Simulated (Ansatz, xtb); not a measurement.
## Two isomers of C2F2

Structure a: `FC#CF`, a singlet. Structure b: `[C]=C(F)F`, a singlet. Both are isolated molecules in the gas phase, relaxed with PBE0-D3(BJ)/def2-SVP.

a (Å):

```xyz
4

C     0.0000    0.0000   -0.5977
C     0.0000    0.0000    0.5977
F     0.0000    0.0000   -1.8760
F     0.0000    0.0000    1.8760
```

b (Å):

```xyz
4

C    -1.2927    1.5305    0.1636
C    -0.0363    1.7761   -0.2585
F     1.0123    1.6065    0.4986
F     0.2375    2.2042   -1.4598
```

Quicker runs give these differences E(b) − E(a): GFN2-xTB +2.718 eV; HF/STO-3G +1.843 eV (at GFN2-xTB geometries); r2SCAN-D4/def2-SVP +1.545 eV (at GFN2-xTB geometries).

Question: Estimate E(b) − E(a) at the level CCSD(T)/def2-TZVPP.

Answer: Calculated at CCSD(T)/def2-TZVPP: E(b) − E(a) = +1.270 eV, so structure a lies lower.

Level by level:

```
               level              geometry  E(b) − E(a) (eV)  departure from the last row (eV)  job, with rough time for the two
            GFN2-xTB              GFN2-xTB              +2.718                            +1.448             optimisation, 0.055 s
           HF/STO-3G              GFN2-xTB              +1.843                            +0.573              single point, 0.14 s
  r2SCAN-D4/def2-SVP              GFN2-xTB              +1.545                            +0.275               single point, 1.7 s
PBE0-D3(BJ)/def2-SVP  PBE0-D3(BJ)/def2-SVP              +1.615                            +0.345               optimisation, 8.4 s
       HF/def2-TZVPP  PBE0-D3(BJ)/def2-SVP              +0.815                            −0.455           part of the CCSD(T) run
      MP2/def2-TZVPP  PBE0-D3(BJ)/def2-SVP              +1.685                            +0.415           part of the CCSD(T) run
  CCSD(T)/def2-TZVPP  PBE0-D3(BJ)/def2-SVP              +1.270                                                  single point, 11 s
```

As drawn, b has 1 C=C in place of 1 C≡C.

The levels shown agree on the order. The largest departure from CCSD(T)/def2-TZVPP is that of GFN2-xTB, 1.448 eV.

With harmonic frequencies from PBE0-D3(BJ)/def2-SVP (ideal gas, rigid rotor, one conformer each, 298.15 K, 1 atm): on the last row, ΔE + ΔZPE = +1.240, ΔH = +1.227, ΔG = +1.186 eV.

The correlated steps freeze 4 core orbitals. Programs: Ansatz 0.2.0, xtb 6.7.1; the last row on 1 thread of Arm Neoverse V2 on a shared host.
